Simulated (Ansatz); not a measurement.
A calculation with Ansatz (development build ahead of 0.2.0).

```yaml
crystal:
  periodic: [false, false, false]
  atoms:
    - { symbol: Li, position_ang: [0.0, 0.0, 0.0] }
    - { symbol: Li, position_ang: [0.0, 1.9619, 1.5054] }
    - { symbol: Cl, position_ang: [0.0, -1.7627, 1.3525] }
basis:
  gaussian: { orbitals: pcseg-2 }
total_charge: 1
magnetization:
  spin_polarized: true
  initial_magnetization: 2
hamiltonian:
  xc: pbe
```

The input is written out in the form of the current development build from the run's settings.

Results

| Property | Result |
| --- | --- |
| Converged | yes |
| Total energy | -474.73153 hartree |
| Spin squared of the determinant | 2.003 |
| Stability test | minimum |

Caution: other spin multiplicities may lie lower.
